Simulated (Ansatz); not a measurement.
Process, species as SMILES: [O+]#[Si-] (O-Si) + 3 [H][H] (H2) → O (H2O) + [SiH4] (SiH4)
B3LYP-D3(BJ)/def2-TZVP geometries, fixed; electronic energies without zero-point terms.

Energies in hartree at MP2 with Ansatz (a quantum-chemistry and plane-wave program); the energy of full hydrogenation is their sum with the coefficients shown, times 627.509 kcal/mol a hartree. All functions are spherical. Cores are frozen. No added dispersion term, no relativity.

```
species            coefficient          part  cc-pV(D+d)Z  cc-pV(T+d)Z  cc-pV(Q+d)Z
-----------------  -----------  ------------  -----------  -----------  -----------
[O+]#[Si-] (O-Si)           -1  Hartree-Fock   -363.80040   -363.84295   -363.85217
[O+]#[Si-] (O-Si)           -1   correlation     -0.27278     -0.33654     -0.36154
[H][H] (H2)                 -3  Hartree-Fock     -1.12874     -1.13293     -1.13342
[H][H] (H2)                 -3   correlation     -0.02641     -0.03169     -0.03312
O (H2O)                     +1  Hartree-Fock    -76.02645    -76.05675    -76.06441
O (H2O)                     +1   correlation     -0.20194     -0.26179     -0.28314
[SiH4] (SiH4)               +1  Hartree-Fock   -291.25001   -291.26356   -291.26757
[SiH4] (SiH4)               +1   correlation     -0.11620     -0.14301     -0.15283
```

Q: Predict the energy of full hydrogenation in cc-pV(5+d)Z (X = 5): let each Hartree-Fock step shrink by the ratio of the last two, and fit each correlation energy at X = 3 and 4 to E + A/X^3. Compare with the run.

A: 
- [O+]#[Si-] (O-Si): steps -0.04255 and -0.00922, ratio 0.217, so Hartree-Fock -363.85417 (run: -363.85447); A = (-0.33654 - (-0.36154))/(1/27 - 1/64) = 1.1676, correlation -0.36154 - A/64 + A/125 = -0.37044 (run: -0.37257).
- [H][H] (H2): steps -0.00419 and -0.00049, ratio 0.117, so Hartree-Fock -1.13348 (run: -1.13357); A = (-0.03169 - (-0.03312))/(1/27 - 1/64) = 0.0668, correlation -0.03312 - A/64 + A/125 = -0.03363 (run: -0.03367).
- O (H2O): steps -0.03030 and -0.00766, ratio 0.253, so Hartree-Fock -76.06635 (run: -76.06667); A = (-0.26179 - (-0.28314))/(1/27 - 1/64) = 0.9971, correlation -0.28314 - A/64 + A/125 = -0.29074 (run: -0.29186).
- [SiH4] (SiH4): steps -0.01355 and -0.00401, ratio 0.296, so Hartree-Fock -291.26876 (run: -291.26831); A = (-0.14301 - (-0.15283))/(1/27 - 1/64) = 0.4586, correlation -0.15283 - A/64 + A/125 = -0.15633 (run: -0.15652).
Predicted -35.29 kcal/mol; the run in cc-pV(5+d)Z gives -34.26, a miss of -1.03. Keeping the value in cc-pV(Q+d)Z, -34.27, would miss by -0.01. All sums are of the energies as printed.
